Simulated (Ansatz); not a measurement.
in.yaml

```yaml
crystal:
  periodic: [false, false, false]
  atoms:
    - {symbol: B, position_ang: [0.000000, 0.000000, 0.000000]}
    - {symbol: H, position_ang: [0.000000, 0.000000, 1.651000]}
basis:
  gaussian: {orbitals: def2-SVPD}
total_charge: -1
magnetization: {spin_polarized: false, initial_magnetization: 3}
correlation: {method: ccsd_t, electrons: valence}
scf: {omitted_lower_state_checks: [cluster_reference]}
output: {forces: true}
```

```sh
$ ansatz run in.yaml --threads 1 --pin off --events-out ev --progress --plain --max-ram 2393MiB
```

Log:

```
these checks for a lower state are left out or cut short: cluster_reference
282 factors; integrals over basis functions are off by at most 8.3e-4 eV
mean field evaluation 1: about -676.6495 eV, gradient 1.2e1 eV
mean field evaluation 2: about -676.6527 eV, gradient 1.2e1 eV
mean field evaluation 4: about -678.7738 eV, gradient 1.6e0 eV
mean field evaluation 8: about -679.0122 eV, gradient 2.5e-1 eV
mean field evaluation 16: about -679.0187 eV, gradient 1.3e-2 eV
mean field evaluation 32: about -681.3197 eV, gradient 1.7e-6 eV
mean field evaluation 64: about -680.7125 eV, gradient 5.5e0 eV
mean field -681.31965577 eV, -25.0380355344 hartree, gradient 1.1e-6 eV, S^2 3.750000; 4 other end points of the search recorded, 0 dependent functions left out
1 core orbitals not correlated: weight in the atoms' cores, before any rotation towards them, 1.000 or more for the frozen orbitals, at most 0.000 for the correlated occupied ones
reference -681.31965577 eV, -25.0380355344 hartree; 4, 1 occupied and 23, 26 virtual orbitals, 282 factors
second order -1.52716057 eV of doubles, -0.02621976 eV of singles
cycle   1  -1.87517754 eV  change   -3.2e-1 eV  update   5.8e-2
cycle   2  -2.03404644 eV  change   -1.6e-1 eV  update   2.9e-2
cycle   3  -2.06234321 eV  change   -2.8e-2 eV  update   1.4e-2
cycle   4  -2.06713081 eV  change   -4.8e-3 eV  update   5.2e-3
cycle   5  -2.06787525 eV  change   -7.4e-4 eV  update   2.3e-3
cycle   6  -2.06814942 eV  change   -2.7e-4 eV  update   9.5e-4
cycle   7  -2.06862296 eV  change   -4.7e-4 eV  update   3.7e-4
cycle   8  -2.06848010 eV  change    1.4e-4 eV  update   1.3e-4
cycle   9  -2.06848468 eV  change   -4.6e-6 eV  update   6.6e-5
cycle  10  -2.06850118 eV  change   -1.6e-5 eV  update   3.0e-5
cycle  11  -2.06849888 eV  change    2.3e-6 eV  update   1.2e-5
cycle  12  -2.06849560 eV  change    3.3e-6 eV  update   3.4e-6
cycle  13  -2.06849672 eV  change   -1.1e-6 eV  update   1.0e-6
perturbative correction -0.06705989 eV, -0.0024644055 hartree
the calculation of the forces begins
Total energy: -683.45521237 eV, -25.1165157922 hartree
Atom 0 at     0.000000     0.000000     0.000000 Å, force     0.000000     0.000000     2.944000 eV/Å
Atom 1 at     0.000000     0.000000     1.651000 Å, force    -0.000000     0.000000    -2.944000 eV/Å
Dipole moment:     0.000000    -0.000000     0.013739 e Å
Checks for a lower state left out: cluster_reference
```

Forces (eV/Å):
```
B    0.000  0.000  2.944
H    0.000  0.000 -2.944
```

Ran on 1 thread of AMD EPYC, shared host: 1.6 s wall, 0.14 GiB peak host memory.
